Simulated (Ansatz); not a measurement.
Take a crystal in which Au has been replaced by Os on all its sites, with the cell rescaled by a rough guess (in some cases also distorted within its space group) and nothing relaxed:

```
Bi Os
1.0
     2.23270   -2.21040    0.00000
     2.23270    2.21040    0.00000
    -0.16639    0.00000    5.72803
Bi Os
1 1
Cartesian
  -0.0832 0.0000 2.8640
  0.0000 0.0000 0.0000
```

The calculation used DFT PBEsol, scalar-relativistic, plane waves, PAW (Ansatz).

Plane waves to 420 eV, a k mesh through Γ of 14×14×8 on the computed 2-atom cell and Gaussian smearing (0.10 eV); no spin polarisation.

(1) Will this cell want to expand or contract, and how hard?

(2) Is it a metal on this mesh?

(3) What is its energy against the elements in their standard states?

Spin-orbit coupling is left out, which matters for the bands of heavy elements.

## Answers

(1) The pressure is -16.6 GPa (positive in compression), so the cell would contract.

(2) Yes, a band crosses the Fermi level.

(3) +2.143 eV/atom at this unrelaxed geometry, with the elements in the same functional.